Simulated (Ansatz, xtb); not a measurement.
**Isomers of CH7AlSi in order of energy**

3 gas-phase structures of CH7AlSi, found in a search over its isomers (lower ones may exist). Each was relaxed with GFN2-xTB:

A. `[CH3][AlH][SiH3]`, a singlet
B. `C[SiH2][AlH2]`, a singlet
C. `[AlH2][CH2][SiH3]`, a singlet

Question: Which do you expect lowest at r2SCAN-D4/def2-SVP//GFN2-xTB, and how would the others follow?

Answer: Calculated order at r2SCAN-D4/def2-SVP//GFN2-xTB: A (0.000), C (0.016), B (0.277) eV. Less than 1 kcal/mol parts A and C, so the order within that pair means little. CCSD(T)/def2-TZVP after further relaxation puts C lowest instead.

Energies above the lowest of each column, in eV; the last columns are at r2SCAN-D4/def2-SVP geometries:

| structure | GFN2-xTB | HF/STO-3G | r2SCAN-D4/def2-SVP//GFN2-xTB | r2SCAN-D4/def2-SVP | CCSD(T)/def2-TZVP |
| --- | --- | --- | --- | --- | --- |
| A | 0.360 | 0.000 | 0.000 | 0.000 | 0.044 |
| C | 0.000 | 0.096 | 0.016 | 0.009 | 0.000 |
| B | 0.206 | 0.506 | 0.277 | 0.125 | 0.155 |

CCSD(T)/def2-TZVP puts C lowest; HF/STO-3G picks A, r2SCAN-D4/def2-SVP//GFN2-xTB picks A. CCSD(T)/def2-TZVP orders those it was run on as C (0.000), A (0.044), B (0.155) eV. Flexible structures stand in one conformer each, not always the lowest. A keeps a small imaginary mode.

Programs: Ansatz 0.2.0, xtb 6.7.1.
